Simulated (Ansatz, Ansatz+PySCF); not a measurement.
```yaml
atoms:
  - { symbol: Na, position_ang: [0.0000, 0.0000, -1.6877] }
  - { symbol: Na, position_ang: [0.0000, 0.0000, 1.6877] }
```

RHF on singlet Na2 was run in several spherical basis sets with Ansatz (development build ahead of 0.2.0).

(1) Rank the basis sets by the total energy that they give, lowest first, with the distance from the lowest.
A. cc-pVTZ
B. cc-pVDZ
C. def2-TZVP
D. 6-31G(d)
E. def2-SVP

Answers

(1) A (0.00 eV), B (0.28 eV), C (0.33 eV), D (0.91 eV), E (3.54 eV).

Totals follow the description of the cores as much as that of the bonds, so this order isn't one of quality for chemistry.
